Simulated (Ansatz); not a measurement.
Two isomers of C6H8: A = `C=C1CCC1=C`, B = `C=C1C=CCC1`.

Program: Ansatz. Geometries: PBE0-D4/def2-TZVP. ΔE: electronic, gas phase. CCSD(T)/CBS is the MP2 limit (def2-TZVPP, def2-QZVPP) plus CCSD(T) − MP2 in def2-TZVPP, frozen cores. Functionals use def2-TZVPP. B3LYP here is the variant with VWN-RPA as its local correlation; programs differ in this.

(1) Which isomer does CCSD(T)/CBS put lower? Give the gap. (Best estimate.)

(2) Give E(B) − E(A) in kcal/mol with r2SCAN-D4, CCSD(T)/def2-TZVPP, CCSD(T)/def2-SVP, B3LYP, B3LYP-D4, BLYP-D4, B2PLYP. (Estimate.)

(3) Does the order hold for the free energy at 298.15 K (harmonic terms from PBE0-D4)? (Estimate.)

Largest T1 diagnostic: 0.011.

Answers

(1) The calculation gave: B, by 24.8 kcal/mol.

(2) Ansatz gave: r2SCAN-D4 -24.7, CCSD(T)/def2-TZVPP -24.6, CCSD(T)/def2-SVP -24.2, B3LYP -23.1, B3LYP-D4 -23.5, BLYP-D4 -22.4, B2PLYP -24.2. None reverses the order clearly.

(3) Computed: Yes: G(B) − G(A) = -24.0 kcal/mol. Modes under 60 cm⁻¹, often nearly free rotors, make the harmonic entropy too high.

From PBE to PBE0 (25 % exact exchange), in def2-TZVPP and without D4, E(B) − E(A) moves by −1.5 kcal/mol. Leaving LDA and LC-ωPBE aside and taking each functional with its dispersion term where it has one, the values, not all of them listed here, spread over 3.4 kcal/mol, from PBE-QIDH to BLYP-D4. LDA lies −2.7 kcal/mol from PBE without D4.
